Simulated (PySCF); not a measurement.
**Broadened absorption spectrum of C5H8**

C5H8.
SMILES with atom numbers: `[CH2:1]=[C:2]1[CH2:3][CH2:4][CH2:5]1` (hydrogens: H6, H7 on C1; H8, H9 on C3; H10, H11 on C4; H12, H13 on C5)

Computed, not measured: TDDFT CAM-B3LYP/aug-cc-pVTZ, vertical, gas phase, core orbitals frozen in the response (PySCF). Geometry: PBE0-D3(BJ)/def2-TZVP; no solvent, vibrations or thermal averaging.

Computed states:

```tsv
state	E (eV)	f
S1	6.21	0.014
S2	6.38	0.191
S3	6.77	0.0060
S4	6.88	0.0000
S5	7.28	0.0000
S6	7.44	0.033
S7	7.44	0.0001
S8	7.53	0.118
S9	7.74	0.0084
S10	7.77	0.025
```

Each state is given a Gaussian of 0.3 eV full width at half maximum, with ε(max) = 2.175×10⁸ f / Δν̃ (Δν̃ the width in cm⁻¹). The width is an assumption, not a result. The curve ends short of the highest state used, and states not computed would add to its high-energy end.

(1) What does the envelope look like, and where are its maxima?

(2) Coming from long wavelengths, where does ε first pass 100 L mol⁻¹ cm⁻¹?

(3) On this curve, what absorbance would a 10⁻⁴ mol/L sample give at 193 nm over a 1 cm path?

Results:

(1) 
λ (nm), ε (L mol⁻¹ cm⁻¹) and a bar:
```
    173.0        480 #
    174.2        190 
    175.4         95 
    176.6        101 
    177.8        165 
    179.0        268 
    180.2        390 #
    181.4        510 #
    182.6        625 #
    183.8        782 #
    185.0       1111 ##
    186.2       1820 ###
    187.5       3306 ######
    188.7       5517 #########
    189.9       8478 ##############
    191.1      11819 ####################
    192.3      14907 #########################
    193.5      17044 #############################
    194.7      17734 ##############################
    195.9      16869 #############################
    197.1      14745 #########################
    198.3      11914 ####################
    199.5       8953 ###############
    200.7       6301 ###########
    201.9       4181 #######
    203.1       2634 ####
    204.3       1585 ###
    205.5        915 ##
    206.7        508 #
    207.9        272 
    209.1        140 
    210.3         69 
    211.5         33 
    212.7         15 
    213.9          6 
    215.1          3
```

Maxima: 195 nm (6.37 eV), ε about 18000, made up of S2 (97%) (ε in L mol⁻¹ cm⁻¹; maxima over ε = 5, shares over 10%). At its high-energy end, 7.17 eV, the curve is still rising (ε about 510, from S6 and S8).

(2) At about 210 nm (5.91 eV), 0.30 eV below S1.

(3) 193 nm is 6.424 eV, where ε is about 16000 L mol⁻¹ cm⁻¹, so A = ε c l ≈ 1.6 (Beer–Lambert, with the gas-phase spectrum and the assumed width).

The run took 94 s wall, 3.3 min CPU on Intel Xeon at 2.70 GHz, 2 threads, shared host with 64 logical CPUs at a one-minute load of 64, and the process peaked at 2.1 GiB of memory.
